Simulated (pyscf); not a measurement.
# Routes from Cl–GaH–Cl + H₂C=CH₂

Candidate steps break at most two bonds and form at most two. Each was searched with GFN2-xTB (tblite) first. Optimised with ωB97X-D3(BJ)/def2-SVP in PySCF. Energies: ωB97M-D3(BJ)/def2-TZVP, kcal/mol, from the separated reactants, singlet surface; ΔG‡ with ideal gas, 1 atm, RRHO with modes under 100 cm⁻¹ raised to 100, one conformer, R ln 2 for chiral ones without a mode under 150 cm⁻¹.

```
products                                                           type   ΔE‡     ΔE  ΔG‡ 298 K  ΔG‡ 900 K  ν‡ (cm⁻¹)
---------------------  ------------------------------------------------  ----  -----  ---------  ---------  ---------
H₃C–CH₂–Ga(Cl)–Cl      addition across a multiple bond or ene-type step  16.6  -33.1       28.7       51.4       833i
H₂C=CH–Ga(Cl)–Cl + H₂                              four-centre exchange  44.7   +4.9       53.5       74.2      1550i
```

Row 1: On the reactant side the descent ends in a bound adduct (not fully relaxed), 13.0 kcal/mol under the separated species and 25.7 kcal/mol under the saddle at ωB97X-D3(BJ)/def2-TZVP. On the product side the descent ends in a point that may be a rotor saddle (no frequency run), 3.7 kcal/mol over the lowest minimum found and 46.1 kcal/mol under the saddle at ωB97X-D3(BJ)/def2-TZVP. Row 2: On the reactant side the descent ends in a bound adduct (not fully relaxed), 13.0 kcal/mol under the separated species and 54.9 kcal/mol under the saddle at ωB97X-D3(BJ)/def2-TZVP. 

Plain bond fissions and candidates not yet searched are not listed, and one of them may be faster. Each barrier is that of the saddle found; lower ones may exist. Elements up to Kr have no core potential and no relativistic terms here.
